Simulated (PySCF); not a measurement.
Two structures of AlH2ClO, singlet, reached by relaxing down either side of one saddle point (PBE0-D4/def2-TZVP). Energies are electronic, without zero-point energy. PySCF 2.14 with density fitting (its default auxiliary sets; JK sets also for MP2 and CCSD(T)); basis: def2-TZVPP and def2-QZVPP; cores frozen in the correlated methods. Extrapolation: Hartree–Fock as exp(−7.88 √X), correlation as X^−2.97. First:

```json
{"atom": "Al1", "x (Å)": "0.4178", "y (Å)": "-0.2447", "z (Å)": "-0.1092"}
{"atom": "Cl2", "x (Å)": "-0.6561", "y (Å)": "-1.6022", "z (Å)": "-1.2912"}
{"atom": "H3", "x (Å)": "1.9738", "y (Å)": "-0.3388", "z (Å)": "0.0094"}
{"atom": "O4", "x (Å)": "-0.4008", "y (Å)": "0.9662", "z (Å)": "0.7262"}
{"atom": "H5", "x (Å)": "-1.3483", "y (Å)": "1.0915", "z (Å)": "0.7030"}
```

Second:

```xyz
5
angstrom
Al -0.2575 0.2583 0.3770
Cl 1.9372 -2.4959 -1.3278
H 1.2119 -1.5813 -0.7610
O -1.2045 1.4222 1.0995
H -1.7598 2.0806 1.5001
```

Task: Which bonds change from the first to the second?

Result: AlH₂ClO ([OH][AlH][Cl]) → AlHO ([OH][Al]) + HCl; bonds formed: Cl2–H3; bonds broken: Al1–Cl2, Al1–H3.

Task: Give the saddle point's structure and its height above each. (An estimate is asked for; the value comes from the calculation.)

Result: The calculation gives: 3.163 eV above the first and 0.881 eV above the second (CCSD(T) at an estimated basis limit (MP2 extrapolated from triple and quadruple zeta, plus CCSD(T) − MP2 in triple zeta)).
```xyz
5
angstrom
Al 0.6715 0.3471 0.4325
Cl 0.2348 -1.5426 -1.2113
H 1.5077 -0.8854 -0.3904
O -0.7753 1.1433 0.7637
H -1.6388 0.9375 0.4055
```

T1 diagnostic: at most 0.018. The restricted Hartree–Fock reference is unstable towards an unrestricted one at one or more of these structures.

Labels in which every atom is bracketed show which atoms are joined, not bond orders.

For scale, one of the runs: CCSD(T)/def2-TZVPP, 143 basis functions, launched by `OMP_NUM_THREADS=4 python run.py`. Hardware: 4 CPU threads of an AMD EPYC, shared host. Wall time 120 s; peak host memory 0.8 GiB.
